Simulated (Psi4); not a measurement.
# A workflow on HO (SMILES [OH])

Wanted: a structure relaxation (U-wB97X-D/def2-SVP), then the harmonic vibrations, then a single-point energy (UCCSD(T)/cc-pVTZ) of HO. 

Program for the calculation: Psi4 1.11.

## 1. Starting point

HO: 2 atoms, total charge 0, spin state doublet. As SMILES, `[OH]`. The shape is that of a GFN2-xTB optimisation. The run starts from this shape.

Bond lengths: O1–H2 0.963 Å.

## 2. A structure relaxation at U-wB97X-D/def2-SVP (density fitting) (run 1)

Input file job.in:

```
memory 1.6 GB

molecule {
  0 2
  O      0.411770    -0.131830     0.212430
  H     -0.411770     0.131830    -0.212430
}

set basis def2-SVP
set reference uks
set geom_maxiter 60

opt('wb97x-d')
```

On the command line:

```
$ psi4 job.in job.out -n 1
```

job.out:

```text
Psi4 1.11 release

gradient() will perform analytic gradient computation.

   => Loading Basis Set <=

    Name: DEF2-SVP
    Role: ORBITAL
    Keyword: BASIS

   => WB97X-D: Empirical Dispersion <=

    Chai and Head-Gordon Dispersion Correction

        s6 =       1.000000

         ---------------------------------------------------------
                                   SCF
                              UKS Reference
                        1 Threads,   1525 MiB Core
         ---------------------------------------------------------

  ==> Geometry <==

    Molecular point group: c2v
    Full point group: C_inf_v

    Geometry (in Angstrom), charge = 0, multiplicity = 2:

       Center              X                  Y                   Z               Mass
    ------------   -----------------  -----------------  -----------------  -----------------
         O            0.000000000000     0.000000000000     0.057107947360    15.994914619570
         H           -0.000000000000     0.000000000000    -0.906344566675     1.007825032230

[... 137 lines left out ...]
                           Total Energy        Delta E     RMS |[F,P]|
[... 8 lines left out ...]
   @DF-UKS iter   7:   -75.64296200852583   -5.22013e-08   2.67256e-06 DIIS
[... 15 lines left out ...]
   @S   Expected:                5.000000000E-01
[... 46 lines left out ...]
    Empirical Dispersion Energy =          -0.0000005807140355
[... 165 lines left out ...]
	Measures of convergence in internal coordinates in au.
[... 208 lines left out ...]
   @DF-UKS iter   3:   -75.64309138733053   -1.05598e-06   4.01136e-05 DIIS
[... 15 lines left out ...]
   @S^2 Expected:                7.500000000E-01
[... 46 lines left out ...]
    Two-Electron Energy =                  38.8743798632591933
[... 131 lines left out ...]
    Weights Tolerance      =       1.00E-15
[... 33 lines left out ...]
	                                 ==> Convergence Check <==

	Measures of convergence in internal coordinates in au.

	Criteria marked as inactive (o), active & met (*), and active & unmet ( ).

	----------------------------------------------------------------------------------------------
	   Step    Total Energy     Delta E     Max Force     RMS Force      Max Disp      RMS Disp
	----------------------------------------------------------------------------------------------
	  Convergence Criteria     1.00e-06 *    3.00e-04 *             o    1.20e-03 *             o
	----------------------------------------------------------------------------------------------
	     2     -75.64309149   -1.29e-04      2.93e-04 *    2.93e-04 o    5.49e-04 *    5.49e-04 o  ~
	----------------------------------------------------------------------------------------------

Next Geometry in Ang
	Fragment 1 (Ang)

	    O   0.0000000000   0.0000000000   0.0579313398
	    H  -0.0000000000   0.0000000000  -0.9172538504

    Final optimized geometry and variables:
    Molecular point group: c2v
    Full point group: C_inf_v

    Geometry (in Angstrom), charge = 0, multiplicity = 2:

    O            0.000000000000    -0.000000000000     0.057786185365
    H            0.000000000000     0.000000000000    -0.917108696004

    Psi4 run time: 0:00:04.60
```

On the terminal:

```text
Optimizer: Optimization complete!
```

Run time: 6 s. Hardware: 1 thread of Intel Xeon Platinum 8259CL at 2.50GHz (Skylake/Cascade Lake), shared host; peak memory 0.24 GiB.

After the run. Bond lengths: O1–H2 0.975 Å.

## 3. Vibrational wavenumbers at U-wB97X-D/def2-SVP (density fitting) (run 2)

Input file ho.in:

```
memory 1600 mb

molecule geom {
  0 2
  O      0.412350    -0.132016     0.212729
  H     -0.420971     0.134776    -0.217177
  units angstrom
}

set {
  reference                  uks
  t                          298.15
  rotational_symmetry_number 1
}

frequencies("wb97x-d/def2-SVP")
```

On the command line:

```
$ psi4 ho.in ho.out -n 1
```

ho.out, cut to the lines that bear on the results:

```text
[...]
   @DF-UKS iter   3:   -75.64291338767237   -1.84065e-02   1.52362e-03 DIIS/ADIIS
[...]
   @DF-UKS iter   7:   -75.64308624789737   -6.60350e-08   2.93872e-06 DIIS
[...]
  Total G, Gibbs energy at  298.15 [K]                                                  -75.65139952 [Eh]
[...]
```

It took 14 s on 1 thread of Intel Xeon Platinum 8259CL at 2.50GHz (Skylake/Cascade Lake), shared host; peak memory 0.24 GiB.

## 4. The energy at UCCSD(T)/cc-pVTZ (run 3)

Input file calc.inp:

```
memory 1.6 GB

molecule geom {
  0 2
  O
  H 1 0.974895
}

set globals {
  basis cc-pVTZ
  reference uhf
  scf_type pk
  freeze_core true
}

e_tot, wfn = energy("ccsd(t)", return_wfn=True)
print_variables()
```

On the command line:

```
$ psi4 -n 1 calc.inp calc.out
```

calc.out:

```text
Psi4 1.11 release

   => Loading Basis Set <=

    Name: CC-PVTZ
    Role: ORBITAL
    Keyword: BASIS

         ---------------------------------------------------------
                                   SCF
                              UHF Reference
                        1 Threads,   1525 MiB Core
         ---------------------------------------------------------

  ==> Geometry <==

    Molecular point group: c2v
    Full point group: C_inf_v

    Geometry (in Angstrom), charge = 0, multiplicity = 2:

       Center              X                  Y                   Z               Mass
    ------------   -----------------  -----------------  -----------------  -----------------
         O            0.000000000000     0.000000000000    -0.057786192397    15.994914619570
         H            0.000000000000     0.000000000000     0.917108807603     1.007825032230

  Running in c2v symmetry.

[... 85 lines left out ...]
   @UHF iter   5:   -75.41902608824427   -6.72404e-05   1.37636e-04 ADIIS/DIIS
[... 6 lines left out ...]
   @UHF iter  12:   -75.41904790677313   -1.56319e-13   2.54788e-09 DIIS
[... 40 lines left out ...]
    Final Occupation by Irrep:
[... 38 lines left out ...]
 Dipole Y            :          0.0000000            0.0000000            0.0000000
[... 163 lines left out ...]
	Two-electron (AA) energy     =      3.69835798043212
[... 53 lines left out ...]
    Iterations converged.
[... 71 lines left out ...]
    Same-spin CCSD correlation energy         =   -0.044276125229598
[... 27 lines left out ...]
    ABB (T) energy                             =   -0.001894273205164
[... 43 lines left out ...]
  "SCF TOTAL ENERGY"                      =>     -75.419047906773
[... 2 lines left out ...]
  Array Variable Map:
  ----------------------------------------------------------------------------
  "CURRENT DIPOLE"                        =>       0.000000000000 ... 0.704376722264 1 by 3
  "SCF DIPOLE"                            =>       0.000000000000 ... 0.704376722264 1 by 3
  "SCF TOTAL ENERGIES"                    =>     -74.658096567764 ... -75.419047906773 1 by 13

    Psi4 run time: 0:00:04.62
```

It took 6.3 s on 1 thread of Intel Xeon Platinum 8259CL at 2.50GHz (Skylake/Cascade Lake), shared host; peak memory 0.22 GiB.

## 5. Summary of results

```
                                                                            quantity             value
                                  run 1, U-wB97X-D/def2-SVP: total energy at the end      -75.64309 Eh
                                            run 1, U-wB97X-D/def2-SVP: dipole moment            1.75 D
                       run 1, U-wB97X-D/def2-SVP: HOMO energy (highest over α and β)         -10.61 eV
                        run 1, U-wB97X-D/def2-SVP: LUMO energy (lowest over α and β)          -1.69 eV
                                              run 1, U-wB97X-D/def2-SVP: bond length           0.975 Å
                                        run 1, U-wB97X-D/def2-SVP: dispersion energy       0.00 kJ/mol
                                                     run 1, U-wB97X-D/def2-SVP: ⟨S²⟩             0.752
                                      run 2, U-wB97X-D/def2-SVP: harmonic wavenumber         3783 cm⁻¹
                                        run 2, U-wB97X-D/def2-SVP: zero-point energy       22.6 kJ/mol
run 2, U-wB97X-D/def2-SVP: ideal-gas entropy at 298.15 K (symmetry number 1 as used)  42.6 cal/(mol K)
                                               run 3, UCCSD(T)/cc-pVTZ: total energy      -75.63771 Eh
 run 3, UCCSD(T)/cc-pVTZ: HOMO energy (Hartree–Fock orbitals) (highest over α and β)         -13.86 eV
  run 3, UCCSD(T)/cc-pVTZ: LUMO energy (Hartree–Fock orbitals) (lowest over α and β)           3.08 eV
                 run 3, UCCSD(T)/cc-pVTZ: correlation energy (1 core orbital frozen)        -218.7 mEh
                                             run 3, UCCSD(T)/cc-pVTZ: (T) correction         -5.11 mEh
                                                       run 3, UCCSD(T)/cc-pVTZ: ⟨S²⟩             0.756
                                              run 3, UCCSD(T)/cc-pVTZ: T1 diagnostic             0.010
```

**Reading.** The optimisation (run 1, U-wB97X-D/def2-SVP) took 2 steps and changed the energy by -0.004 eV. The one mode is real, so the shape is a minimum at this level. The triples (run 3, UCCSD(T)/cc-pVTZ) make up 2.3 % of the correlation energy.
